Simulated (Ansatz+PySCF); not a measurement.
Results of a calculation; reference values are marked as such.
## Several solutions for singlet H₂O

```xyz
3

O     0.0000    0.0000   -0.1197
H     0.0000    1.5084    1.0770
H     0.0000   -0.7542    0.4787
```

Basis set: cc-pVDZ (spherical functions). Charge 0, multiplicity 1.

r²SCAN (unrestricted) was run from several starts with Ansatz (development build ahead of 0.2.0).

| run | program | start | converged | energy (hartree) | <S²> |
| --- | --- | --- | --- | --- | --- |
| A | Ansatz | stability test followed | yes | -76.22354 | – |
| B | Ansatz | atomic start, no search | yes | -76.20979 | – |
| C | Ansatz | search for the lowest state | yes | -76.22354 | – |

(1) Which runs reached the lowest solution of this kind, and what is wrong with the others?

Results:

(1) A, C reached the lowest solution found. Converged but too high: B by 0.37 eV. Convergence only shows a stationary point, and even a stable one can lie too high; stability tests and further starts are what find lower ones. Caution: the unrestricted determinant is spin contaminated.
